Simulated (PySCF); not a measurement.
Gas-phase reaction: 3 SiH4 + 4 CF ⇌ 2 H3SiCCH + SiH2F2 + 2 HF

Method: PySCF energies plus ideal-gas RRHO corrections (1 bar). † marks an energy on the PBE0/def2-TZVP geometry and frequencies; other levels use their own. Open shells (unrestricted): CF (multiplicity 2); the rest are closed-shell singlets. Spin-orbit splitting is ignored; it lowers the true energy and changes the entropy of CF. B3LYP is the form with VWN-RPA correlation.

M06-2X/def2-TZVP† gives ΔH°(298 K) = -1890 kJ.

Task: What do B3LYP/def2-TZVP†, HF/def2-TZVP†, PBE0/def2-TZVP give?

Result: B3LYP/def2-TZVP†: -1794 kJ; HF/def2-TZVP†: -1497 kJ; PBE0/def2-TZVP: -1835 kJ. For scale, ΔH°(298 K) is -1890 kJ at this level, -1836 kJ at ωB97M-V/def2-TZVP†, and runs from -2118 to -1408 kJ over the 20 levels computed.
